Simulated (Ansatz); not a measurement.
Write a Python script for Ansatz's Python interface that makes a nudged elastic band for an internal rotation of CH5BS, SMILES BSC. Level of theory (for the species named): Hartree-Fock, def2-SVP basis, multiplicity 1.

```xyz
8

B    -0.8531    0.8206   -0.8732
S     0.8501    0.1770   -0.9667
C     0.7009   -0.6752    0.6213
H    -1.7263    0.2510   -1.3315
H    -1.1010    1.9068   -0.3978
H     0.5409    0.0696    1.4477
H     1.7207   -1.1907    0.8442
H    -0.0400   -1.4163    0.6002
```

`neb_ch5bs.py`
```python
# -*- coding: utf-8 -*-
import ansatz
import numpy as np

geometry = (
    ansatz.Crystal.molecule()
    .atom("B", [-0.8531, 0.8206, -0.8732])
    .atom("S", [0.8501, 0.177, -0.9667])
    .atom("C", [0.7009, -0.6752, 0.6213])
    .atom("H", [-1.7263, 0.251, -1.3315])
    .atom("H", [-1.101, 1.9068, -0.3978])
    .atom("H", [0.5409, 0.0696, 1.4477])
    .atom("H", [1.7207, -1.1907, 0.8442])
    .atom("H", [-0.04, -1.4163, 0.6002])
)

model = geometry.calculation().basis(gaussian="def2-SVP").functional("hf")
symbols = [site.symbol for site in geometry.cartesian_sites]
start = np.array([site.position_ang for site in geometry.cartesian_sites], dtype=float)
r = model.relax(force_tolerance=0.005, max_steps=100).run(threads=1).report
end = np.array(r["positions_ang"])

first, second, third = [5, 6, 7]
turned = end.copy()
turned[[first, second, third]] = end[[second, third, first]]
listed = lambda xyz: [{"symbol": s, "position_ang": p.tolist()} for s, p in zip(symbols, xyz)]
deck = model.input().to_dict()
deck["crystal"]["atoms"] = listed(end)
deck["neb"] = {"final_atoms": listed(turned), "images": 3, "initial_path": "idpp", "f_tol": 0.03, "max_iterations": 40}
rounds = []
band = ansatz.Session.from_dict(deck).plan().execute(on_event=lambda e: rounds.append(e["data"]) if e["event"] == "neb_iteration" else None)
for each in rounds:
    print(f"round {each['iteration']:2d}  largest band force {each['band_force_max_ev_ang']:.4f} eV/A")
images = rounds[-1]["images"]
for image in images:
    print(f"s = {image['path_coordinate_ang']:6.3f} A   {(image['lagrangian_ev'] - images[0]['lagrangian_ev']):8.3f} eV")
```

Output of `python neb_ch5bs.py`:
```text
round  1  largest band force 0.9909 eV/A
round  2  largest band force 0.2420 eV/A
round  3  largest band force 0.3590 eV/A
round  4  largest band force 0.0643 eV/A
round  5  largest band force 0.0384 eV/A
round  6  largest band force 0.0190 eV/A
s =  0.000 A      0.000 eV
s =  0.697 A      0.003 eV
s =  1.394 A      0.005 eV
s =  2.103 A      0.003 eV
s =  2.812 A      0.000 eV
```

The energies are electronic: no zero-point or thermal terms, and the basis set is short of its limit. Finished in 80 s on 1 thread of Arm Neoverse V1 (shared host), peak memory 0.21 GiB.
